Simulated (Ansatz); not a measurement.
**1,1-elimination**

Start structure (CH7AlSi, singlet), relaxed at PBE0-D4/def2-TZVP:

```xyz
10
angstrom
Al 0.2165 0.1936 0.7918
Si 0.6610 1.2311 -1.3949
H 0.7871 0.9071 2.0973
C -0.8247 -1.4465 0.9890
H -0.1255 2.4925 -1.5444
H 2.0974 1.6044 -1.5521
H 0.3014 0.3563 -2.5483
H -1.7226 -1.2546 1.5874
H -0.2502 -2.2024 1.5356
H -1.1403 -1.8815 0.0386
```

The step: CH₇AlSi ([CH3][AlH][SiH3]) → CH₃Al ([CH3][Al]) + SiH₄; bonds formed: Si2–H3; bonds broken: Al1–Si2, Al1–H3. Computed with Ansatz 0.2.0 (basis: def2-TZVPP and def2-QZVPP); correlated methods freeze the cores. Extrapolation: Hartree–Fock as exp(−7.88 √X), correlation as X^−2.97. Energies below are by CCSD(T) at an estimated basis limit (MP2 extrapolated from triple and quadruple zeta, plus CCSD(T) − MP2 in triple zeta).

Problem. What are the electronic barrier and the energy of the step, from the start structure to the end structure? (An estimate is asked for; the value comes from the calculation.)

Solution. Computed: Barrier 189.2 kJ/mol; step energy 103.8 kJ/mol (uphill); reverse barrier, their difference, 85.4 kJ/mol. Barrier and step energy count from the start structure, the reverse barrier from the end structure.

The saddle point: One imaginary mode of 275i cm⁻¹.
```tsv
pair	start (Å)	saddle (Å)	end (Å)
Si2–H3	3.51	1.73	1.49
Al1–Si2	2.46	2.45	3.36
Al1–H3	1.59	1.84	2.83
```

Zero-point energy (harmonic, PBE0-D4): ZPE is 172.9 kJ/mol at the start and 173.4 kJ/mol at the saddle, so the barrier goes from 189.2 to 189.7 kJ/mol.

T1 diagnostic: at most 0.015. The restricted Hartree–Fock reference is unstable towards an unrestricted one at one or more of these structures.

Losses and insertions of silylenes and their heavier kin drive the gas-phase chemistry of silicon and germanium vapour deposition.

Labels in which every atom is bracketed show which atoms are joined, not bond orders.

For scale, one of the runs: CCSD(T)/def2-TZVPP, 213 basis functions, launched by `ansatz run in.yaml --threads 2 --pin off --events-out ev --progress --plain --max-ram 4352MiB`. The run took 49 s on 2 CPU threads of an Intel Xeon Platinum 8488C (shared host), with 2.7 GiB of host memory at its peak.
